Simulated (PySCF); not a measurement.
H3Si, SMILES [SiH3], multiplicity 2.

Geometry optimised at B3LYP-D3(BJ)/def2-TZVPD. The isomer is the one that the SMILES or the coordinates give; other isomers of the formula were not compared.

Two levels are set side by side: PBE/def2-TZVPD (PySCF) and ωB97X/def2-TZVPD (PySCF). Same geometry, gas phase. Differences are taken from unrounded values.

```
quantity                     ωB97X
---------------------------  -----
α-spin orbital gap (eV)      10.56
β-spin orbital gap (eV)      11.25
mean polarisability (bohr³)   34.0
```

Q: What does PBE give, and how far is it from ωB97X? (The exact figures need the calculation; the answer reports its results.)

A: 
```json
[
 {"quantity": "α-spin orbital gap (eV)", "PBE": "5.06", "PBE minus ωB97X": "-5.51"},
 {"quantity": "β-spin orbital gap (eV)", "PBE": "5.08", "PBE minus ωB97X": "-6.17"},
 {"quantity": "mean polarisability (bohr³)", "PBE": "35.8", "PBE minus ωB97X": "1.8"}
]
```

PBE's more diffuse valence density responds more strongly to a field. Differences between two approximate levels are no errors against the true value.

Rough cost on one machine, each run with all the roots and properties that it gave: ωB97X against PBE within a factor of 2.
